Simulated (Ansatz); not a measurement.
in.yaml

```yaml
crystal:
  periodic: [false, false, false]
  atoms:
    - {symbol: P, position_ang: [0.002306, -0.310919, 2.729803]}
    - {symbol: Ga, position_ang: [0.001578, -0.337902, 0.570650]}
    - {symbol: P, position_ang: [0.049441, -0.358380, -1.653290]}
    - {symbol: H, position_ang: [-0.053324, 1.007201, -1.647163]}
basis:
  gaussian: {orbitals: "6-31G*"}
magnetization: {spin_polarized: false}
hamiltonian: {xc: {name: B3LYP}}
correlation: {method: bccd, electrons: outside_noble_gas, diis_vectors: 12}
```

```sh
$ ansatz run in.yaml --threads 1 --pin off --events-out ev --progress --plain --max-ram 2393MiB
```

Roughly how long does this take on 1 thread of Arm Neoverse V2, shared host, and how much host memory?

8 s wall and 0.21 GiB.

```
673 factors; integrals over basis functions are off by at most 9.0e-4 eV
mean field evaluation 1: about -70962.1896 eV, gradient 2.4e1 eV
mean field evaluation 2: about -70962.2182 eV, gradient 2.4e1 eV
mean field evaluation 4: about -70960.9670 eV, gradient 2.2e1 eV
mean field evaluation 8: about -70963.3551 eV, gradient 3.3e-1 eV
mean field evaluation 16: about -70963.3555 eV, gradient 7.2e-5 eV
mean field evaluation 32: about -70962.4919 eV, gradient 9.4e0 eV
mean field -70963.35552682 eV, -2607.8552149208 hartree, gradient 3.7e-6 eV, S^2 0.000000; 4 other end points of the search recorded, 0 dependent functions left out; unrestricted orbitals would lower it
mean field evaluation 64: about -70884.1153 eV, gradient 5.2e-2 eV
unrestricted determinant -70884.11579226 eV, -2604.9432083863 hartree, S^2 1.0546
24 core orbitals not correlated: weight in the atoms' cores, before any rotation towards them, 0.993 or more for the frozen orbitals, at most 0.003 for the correlated occupied ones
reference -70881.48187310 eV, -2604.8464136424 hartree; 7, 7 occupied and 44, 44 virtual orbitals, 673 factors
second order -8.49567449 eV of doubles, -0.47297333 eV of singles
cycle   1  -8.26140005 eV  change   -6.4e-1 eV  update   1.4e-1
cycle   2  -8.73309082 eV  change   -4.7e-1 eV  update   7.4e-2
cycle   3  -8.77828886 eV  change   -4.5e-2 eV  update   5.5e-2
cycle   4  -8.85121898 eV  change   -7.3e-2 eV  update   3.5e-2
cycle   5  -8.96705290 eV  change   -1.2e-1 eV  update   2.0e-2
cycle   6  -8.93996411 eV  change    2.7e-2 eV  update   8.6e-3
cycle   7  -8.94672877 eV  change   -6.8e-3 eV  update   6.0e-3
cycle   8  -8.95136081 eV  change   -4.6e-3 eV  update   3.6e-3
cycle   9  -8.94605176 eV  change    5.3e-3 eV  update   1.5e-3
cycle  10  -8.94753966 eV  change   -1.5e-3 eV  update   9.9e-4
cycle  11  -8.94692884 eV  change    6.1e-4 eV  update   4.4e-4
cycle  12  -8.94714971 eV  change   -2.2e-4 eV  update   2.1e-4
cycle  13  -8.94720361 eV  change   -5.4e-5 eV  update   8.1e-5
cycle  14  -8.94719325 eV  change    1.0e-5 eV  update   3.6e-5
cycle  15  -8.94718628 eV  change    7.0e-6 eV  update   1.5e-5
cycle  16  -8.94719685 eV  change   -1.1e-5 eV  update   7.9e-6
cycle  17  -8.94719293 eV  change    3.9e-6 eV  update   5.1e-6
WARN: the results are in doubt because among natural orbitals full CI differs from the method by -0.260 eV
Total energy: -70890.42906603 eV, -2605.1752169181 hartree
In doubt: among natural orbitals full CI differs from the method by -0.260 eV
```
